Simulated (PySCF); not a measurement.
Which functional comes closest?

Molecule: Phosphaethyne, CHP.

Geometry:
| atom | x (Å) | y (Å) | z (Å) |
| --- | --- | --- | --- |
| C1 | -0.147 | 0.050 | -0.013 |
| P2 | 1.378 | 0.244 | 0.077 |
| H3 | -1.220 | -0.086 | -0.077 |

Geometry PBE0-D3(BJ)/def2-SVP throughout; GIAO in PySCF 2.14, gas phase, one conformer, non-relativistic; equivalent atoms averaged; basis pcSseg-2.

Reference values (CCSD(T)/cc-pCVQZ; gas (isolated, no vibration); M. Glasbrenner, PhD thesis, LMU Munich (RPA NMR shieldings paper, SI)): σ(H3) = 29.60 ppm, σ(C1) = 38.8 ppm, σ(P2) = 390.5 ppm.

Q: How do the functionals HF, LDA, PBE, BLYP, BP86, OPBE, KT2, KT3, B97-D, B3LYP, PBE0, mPW1PW91 perform against the reference? Times are CPU seconds on 1 thread of an Arm Neoverse V1, shared host; the GGAs took longer than the global hybrids here, which isn't the general rule, and the cause wasn't traced.

A: 
```tsv
functional	kind	H3	C1	P2	abs. error H	abs. error C	abs. error P	core-s
HF	Hartree–Fock	29.57	14.6	335.2	0.03	24.2	55.3	0.7
LDA	LDA	28.86	7.2	283.6	0.74	31.6	106.9	1.9
PBE	GGA	29.08	13.8	323.4	0.52	25.0	67.1	2.4
BLYP	GGA	29.28	10.7	317.8	0.32	28.1	72.7	2.3
BP86	GGA	29.12	13.7	323.6	0.48	25.1	66.9	2.2
OPBE	GGA	28.95	24.5	357.4	0.65	14.3	33.1	2.3
KT2	GGA	28.76	25.3	378.5	0.84	13.5	12.0	2.4
KT3	GGA	28.93	27.9	386.5	0.67	10.9	4.0	2.3
B97-D	GGA	29.18	20.5	340.6	0.42	18.3	49.9	2.3
B3LYP	global hybrid	29.34	9.6	313.9	0.26	29.2	76.6	1.5
PBE0	global hybrid	29.19	12.9	321.2	0.41	25.9	69.3	1.5
mPW1PW91	global hybrid	29.24	12.0	320.1	0.36	26.8	70.4	1.6
```

For ¹H the closest is HF (0.03 ppm) and the furthest KT2 (0.84 ppm).

For ¹³C the closest is KT3 (10.9 ppm) and the furthest LDA (31.6 ppm).

For ³¹P the closest is KT3 (4.0 ppm) and the furthest LDA (106.9 ppm). One molecule is a small sample, and the reference may use another geometry.
